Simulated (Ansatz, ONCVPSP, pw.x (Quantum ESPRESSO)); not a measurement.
**gallium: does the ONCV potential hold in the solid?**

| Item | Value |
| --- | --- |
| Element | Ga |
| Generator | ONCVPSP 4.0.1.1 (patched build) |
| Type | optimised norm-conserving Vanderbilt (ONCV) |
| Functional | PBEsol |
| Relativity | scalar-relativistic |
| Frozen core | [Ar] 3d10 |
| Valence charge | 3 |
| Reference configuration | 4s2 4p1 |
| Partial waves | 4s: rc 1.90 bohr, ncon 4, nbas 8, qcut 2.9 1/bohr, 2 projectors, debl 0.2 Ha; 4p: rc 2.75 bohr, ncon 4, nbas 7, qcut 2.6 1/bohr, 2 projectors, debl 1.1 Ha; d scattering state at 0.31 Ha: rc 2.60 bohr, ncon 5, nbas 9, qcut 4.4 1/bohr, 2 projectors, debl 3.7 Ha |
| Local potential | polynomial inside 1.85 bohr (lpopt 3, dvloc0 1 Ha) |
| Core correction | Teter function fitted to the true core (icmod 2), fcfact 0.55 |

In the s channel the program set the typed energies aside and used -0.329, 0.250 Ha.

Crystal test: sc Ga in pw.x 7.5, no spin, 12³ k-points, Fermi–Dirac smearing 0.01 Ry, cutoffs 110/440 Ry. The reference is all-electron LAPW (Ansatz 0.2.0) with the same functional, mesh and smearing; V0 and B0 come from Birch–Murnaghan fits to the pressures at five volumes. Errors are pseudo minus all-electron; Δ is the rms difference of the E(V) curves that follow from these fits, minima aligned, over ±6 % about the mean V0. Mesh and smearing are coarse, so the numbers serve the comparison and aren't converged zero-temperature values; the lattice is a test structure that the element need not adopt.

| V (Å³/atom) | P all-electron (GPa) | P pseudo (GPa) |
| --- | --- | --- |
| 18.058 | 2.91 | 0.84 |
| 18.533 | 1.17 | -0.75 |
| 19.008 | -0.34 | -2.13 |
| 19.483 | -1.67 | -3.34 |
| 19.958 | -2.82 | -4.38 |

All-electron: a0 = 2.663 Å (V0 = 18.89 Å³/atom), B0 = 58.1 GPa.

Pseudopotential: mean pressure error (GPa): -1.80; a0 (Å): 2.635; a0 error (%): -1.06; B0 error (%): +5.2; Δ (meV/atom): 7.7. The largest radius (2.75 bohr) exceeds half the bond length (2.52 bohr), so the spheres overlap, which is one possible source of error among others. This is a poor potential for the solid.

Problem. At the middle volume, how do free energy and pressure move when the wave cutoff is lowered (ecutrho kept at four times it)?

Solution.

```csv
cutoff (Ry),shift of F (meV/atom),shift of P (GPa)
50,+48.4,-0.22
66,+40.5,-0.12
88,+12.1,-0.46
```

The run at the middle volume (84 k-points, 7 iterations) took about 20 s on one core of a shared host (Neoverse-V1, 32 threads, 247 GiB, load 31).
